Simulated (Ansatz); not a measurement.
Rock-salt HoN, treated with r²SCAN (plane waves, PAW; Ansatz, a first-principles code).

Input:

Ansatz 0.2 input:
```yaml
crystal:
  lattice:
    - [0.0, 2.4325, 2.4325]
    - [2.4325, 0.0, 2.4325]
    - [2.4325, 2.4325, 0.0]
  atoms:
    - { symbol: Ho, position: [0.0, 0.0, 0.0], spin: 4.0 }
    - { symbol: N, position: [0.5, 0.5, 0.5], spin: 0.0 }
basis:
  ecutwfc: 560
  ecutrho_ratio: 4
  xc_grid: 3
kpoints:
  mp_grid: { grid: [20, 20, 20] }
hamiltonian:
  xc: r2scan
  dispersion: none
  pseudopotentials: { kind: paw }
scf:
  occupations: { method: fermi_dirac, width: 0.05 }
  convergence: { dr2_threshold: 0.0000000002 }
output:
  forces: true
  stress: true
  eigenvalues: true
magnetization:
  spin_polarized: true
```

Q: How many irreducible k-points, plane waves at Γ does the program set up, and what pressure does the run end with?

A: 1062 irreducible k-points, 893 plane waves at Γ; P = -1.11 GPa, so the cell is stretched on average and its volume would shrink at this level.

From the output:

```
Crystal: 2 atoms, lattice volume = 28.786 Å³
Basis set: ecut = 560 eV, 893 PW (Γ), exchange–correlation on 81×81×81 points (27 copies of the dense FFT grid, shifted against one another)
Bands: 19, of which v1, the nominal top of the filled ones, is band 13 counted from 1 (12 counted from 0)
Symmetry: 48 space group operations
Space group: Fm-3m (ITA 225), of the structure as read, at distance tolerance 3.1e-5 Å
k-points: 256 of 8000
Initial density: superposition of atomic densities (chi_scale 0.1, normalization cell, long waves kept (reshape's long-wave potential 0.00 eV rms))
Functional: x = r2scan, c = r2scan; τ floored in thin density (d = 2e-4 eV/Å³)
spin=Collinear: Kerker preconditioning applied to the charge; magnetization (m = ρ↑ − ρ↓) channel mixes plain (no charge-response kernel on spin).
SCF 1 converged in 26 iterations: F = -11720.697880 eV  dr2 = 1.93e-12
Crystal: 2 atoms, lattice volume = 28.786 Å³
Symmetry: 24 space group operations
k-points: 396 of 8000
Initial density: read from a saved state, or passed on in memory by an earlier SCF of this step, an earlier step, the calling program or the single point that …
spin=Collinear: Kerker preconditioning applied to the charge; magnetization (m = ρ↑ − ρ↓) channel mixes plain (no charge-response kernel on spin).
Crystal: 2 atoms, lattice volume = 28.786 Å³
Symmetry: 8 space group operations
k-points: 1062 of 8000
spin=Collinear: Kerker preconditioning applied to the charge; magnetization (m = ρ↑ − ρ↓) channel mixes plain (no charge-response kernel on spin).
SCF converged after 26 iterations
Magnetization: 4.0000 μB (15.0000 up, 11.0000 down)
Free energy (F): -11720.697880 eV
Internal energy: -11720.697776 eV  (E = F + TS)
E sigma→0 (E₀):  -11720.697828 eV
Fermi energy:    15.394380 eV
--- Forces (eV/Å), atoms counted from 1 ---
  atom   1  Ho    -0.00000000     0.00000000    -0.00000000
  atom   2  N      0.00000000     0.00000000     0.00000000
--- Stress (GPa, compression-positive) ---
       -1.111022       0.000000      -0.000000
        0.000000      -1.111022      -0.000000
        0.000000      -0.000000      -1.111022
  P = ⅓ Tr σ = -1.1110 GPa (-11.110 kbar)
```

The PAW data were made under PBE.

The run is spin-polarised with parallel starting moments, which need not be the measured order.

Note: the magnetic order was assumed, not searched for or taken from measurement. Note: the 4f shell is treated without U or exact exchange, so its levels and filling can be wrong. Note: cell and atoms aren't relaxed at this level (pressure -1.1 GPa).

The result took about 4 core-minutes (a rough figure).
